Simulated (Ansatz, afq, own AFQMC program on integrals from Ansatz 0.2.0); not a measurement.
Integrals from Ansatz 0.2.0, then the random walk in our own AFQMC program (afq).

```yaml
crystal:
  periodic: [false, false, false]
  atoms:
    - {symbol: Si, position_ang: [0.000000, -0.083231, 0.527232]}
    - {symbol: C, position_ang: [0.000000, 0.076222, -1.305753]}
    - {symbol: H, position_ang: [0.000000, 1.410897, 0.868536]}
basis:
  gaussian: {orbitals: cc-pVDZ}
magnetization: {spin_polarized: false, initial_magnetization: 3}
correlation: {method: ccsd_t, electrons: outside_noble_gas, hamiltonian_folder: ham}
```

```sh
$ ansatz run in.yaml --threads 1 --pin off --events-out ev --progress --plain --max-ram 16896MiB --backend cuda --devices 0, --max-vram 18GiB
```

afq runs on the folder ham with

```
--method phaseless --trial cisd --walkers 4000 --populations 20 --least-time 60 --time-step 0.005 --steps-per-block 50 --equilibration-blocks 28 --max-blocks 4000 --target-error 0.00018 --factor-cut 1e-05 --start spin_pure --seed 9079 --release-times 0.24,0.51,0.99,1.62,2.4 --release-step 0.03 --release-every 3 --taylor-order 6
```

Times are imaginary, in 1/Eh. The walk had a cap of 122 s. With eight or more populations the least sampling time is a fifth of least-time, and the error comes from their spread.

```
orbitals 31  electrons 6 3  factors 228 of 361
reference energy -327.18891624 Eh
CCSD correlation -0.18130262 Eh in 16 cycles, weight of the determinant in the CISD state 0.8327
energy of the start -327.370218 Eh
 block  time / (1/Eh)  mean weight  energy / Eh
     1     0.250  0.9997  -327.368275
     2     0.500  1.0000  -327.369110
     3     0.750  0.9998  -327.370487
     4     1.000  0.9998  -327.371820
     5     1.250  1.0000  -327.372672
    12     3.000  0.9997  -327.376348
    19     4.750  1.0001  -327.376893
    20     5.000  1.0002  -327.376610
    26     6.500  1.0001  -327.377784
    33     8.250  1.0002  -327.378014
    40    10.000  1.0000  -327.377105
    47    11.750  0.9997  -327.377813
    54    13.500  0.9999  -327.378233
    61    15.250  0.9999  -327.377638
    68    17.000  1.0001  -327.378829
    71    17.750  0.9996  -327.379439
    75    18.750  1.0000  -327.378070
    78    19.500  0.9999  -327.378190
error from the spread of 20 populations
released: time / (1/Eh)  energy / Eh  error  mean overlap
  0.24  -327.378063  0.000139  0.9978
  0.51  -327.378276  0.000139  0.9961
  0.99  -327.378210  0.000115  1.0041
  1.62  -327.378396  0.000139  1.0020
  2.40  -327.378437  0.000172  1.0058
energy -327.377895 +/- 0.000146 Eh
(rows thinned)
```

Q: Estimate how long the walk took on 1 × NVIDIA H100 80GB HBM3 with 2 threads of AMD EPYC 7R13 Processor (Zen 3), on a shared host (the card was shared).

A: 46 s of wall time.

The run passed its tests (sampling time, drift between the halves within three errors, error under three times the target), which doesn't prove that it has relaxed. The second half of the sampling lies below the first by 2.2 errors of their difference, so the energy may still be moving and its error bar be too small.

Against this walk (error 4.0 meV) on the same determinant: CCSD(T) 38.5 meV higher, CCSDT(Q) 28.4 meV lower, CCSDTQ 29.4 meV lower. The error is statistical and leaves out the bias of the constraint. Released to 2.40 1/Eh the energy lies 15 ± 6 meV (both errors) below the phaseless value, which shows part or all of the bias of the constraint, and CCSDTQ lies 14.6 meV below the released value. CCSDTQ is the surest value here, so the walk's 29 meV above it is most likely the bias of the constraint with this trial, which can have either sign.

Cautions: constraint bias not in the error; another spin lies lower; strong correlation (T1 0.055, weight of the determinant 0.83, largest double 0.09); released walk and highest rung disagree (by 15 meV at 2.40 1/Eh).

CCSDT and higher add their correlation energy to the determinant of the CCSD(T) run, since their own runs factorise the integrals more tightly (a shift of under 2 meV). A walk keeps the symmetry of its determinant, which the program's search chose and which needn't be the lowest solution, so a lower state of the same spin and another symmetry isn't excluded.
